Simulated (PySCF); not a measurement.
Gas-phase reaction: Si(OH)4 + 2 SiF3OH ⇌ 3 SiF2(OH)2

Method: PySCF energies (xtb for GFN2) plus ideal-gas RRHO corrections (1 bar). † marks an energy on the PBE0/def2-TZVP geometry and frequencies; other levels use their own. MP2 freezes the core. 6-31G* has spherical d functions here. All species are closed-shell singlets. B3LYP is the form with VWN-RPA correlation. No R ln 2 is added for the mirror-image form of SiF2(OH)2. SiF3OH, SiF2(OH)2: computed as isolated molecules; such fragments, hydroxides, amides, oligomers or adducts are transient or little studied in the gas. MP2 isn't extrapolated to the basis-set limit; its ΔH°(298 K) is -11.2 kJ in def2-SVP and -7.2 kJ in def2-TZVPP. The harmonic model lacks anharmonicity and excited electronic states, which grow with temperature; levels with a mode under 35 cm⁻¹ are left out. Internal rotation in Si(OH)4, SiF3OH, SiF2(OH)2 is treated as a harmonic vibration of one conformer, which makes the entropy rough.

```json
[
 {"level": "B3LYP/6-31G*", "ΔE electronic, kJ": "-10", "ΔH°(298 K), kJ": "-11", "ΔS°(298 K), J/K": "12", "ΔG°(2500 K), kJ": "-43"},
 {"level": "B3LYP/def2-TZVP†", "ΔE electronic, kJ": "-10", "ΔH°(298 K), kJ": "-11", "ΔS°(298 K), J/K": "14", "ΔG°(2500 K), kJ": "-48"},
 {"level": "GFN2-xTB", "ΔE electronic, kJ": "-29", "ΔH°(298 K), kJ": "-30", "ΔS°(298 K), J/K": "18", "ΔG°(2500 K), kJ": "-77"},
 {"level": "MP2/def2-TZVPP†", "ΔE electronic, kJ": "-6", "ΔH°(298 K), kJ": "-7", "ΔS°(298 K), J/K": "14", "ΔG°(2500 K), kJ": "-44"},
 {"level": "ωB97M-V/def2-TZVP†", "ΔE electronic, kJ": "-9", "ΔH°(298 K), kJ": "-10", "ΔS°(298 K), J/K": "14", "ΔG°(2500 K), kJ": "-47"}
]
```
ΔH° is lowest at GFN2-xTB and highest at MP2/def2-TZVPP†. No reference value is set beside these.
